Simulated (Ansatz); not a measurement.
One starting cell of Al (a generated cell, Al placed in the fcc structure type) was relaxed twice with Ansatz (plane waves, PAW, scalar-relativistic): with r2SCAN at 500 eV and with PBE at 420 eV. The r2SCAN result:

```cif
data_Al4
_chemical_formula_sum 'Al4'
_space_group_name_H-M_alt 'Fm-3m'
_space_group_IT_number 225
_space_group_name_Hall '-F 4 2 3'
_cell_length_a 3.99072
_cell_length_b 3.99072
_cell_length_c 3.99072
_cell_angle_alpha 90.000
_cell_angle_beta 90.000
_cell_angle_gamma 90.000
loop_
_atom_site_label
_atom_site_type_symbol
_atom_site_symmetry_multiplicity
_atom_site_Wyckoff_symbol
_atom_site_fract_x
_atom_site_fract_y
_atom_site_fract_z
_atom_site_occupancy
Al1 Al 4 a 0.00000 0.00000 0.00000 1
```
(The calculation used a cell of 1 atom; values per cell refer to that cell.)

```
quantity                          r2SCAN    PBE
--------------------------------  ------  -----
space group                        Fm-3m  Fm-3m
volume (Å³/atom)                   15.89  16.49
a (Å)                              3.991  4.040
gap (eV, no spin-orbit coupling)    0.00   0.00
```

Both levels end in the same structure; PBE's volume is 3.8 % larger. Neither column is exact.

No spin polarisation in the result.

Measured for Al: a 4.018 Å (static lattice; corrected from measurement; as listed in Daniel Mejia-Rodriguez, S. B. Trickey, Phys. Rev. B (2018)). Computed minus measured — a: r2SCAN -0.7 %, PBE +0.6 %. The computed values are for a static lattice.

The run could not lose the symmetry of its start.

Ansatz is a program for electronic structure.
